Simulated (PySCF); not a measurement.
Gas-phase reaction: C₂H₄ + 2 CH₃OH = 2 CH₃OCH₃

Energies from PySCF (xtb for GFN2), thermal terms from the rigid-rotor harmonic-oscillator model, ideal gas at 1 bar. Table values come from the NASA 1993 polynomials. † marks an energy on the PBE0/def2-TZVP geometry and frequencies; other levels use their own. CCSD(T) freezes the core. 6-31G* has spherical d functions here. All species are closed-shell singlets. B3LYP is the form with VWN-RPA correlation. CCSD(T) isn't extrapolated to the basis-set limit.

Levels: a) GFN2-xTB; b) B3LYP/6-31G*; c) r2SCAN/def2-TZVP†; d) PBE0/def2-SVP†; e) CCSD(T)/def2-TZVPP†.

Q: Order the levels by the distance of their ΔH°(298 K) from the table for this reaction, closest first.

A: e (-3 kJ), c (-23 kJ), d (-47 kJ), b (-61 kJ), a (-112 kJ)

The table gives -19 kJ. The order holds for this reaction alone, and for the 1993 entries, some of which have been revised since.
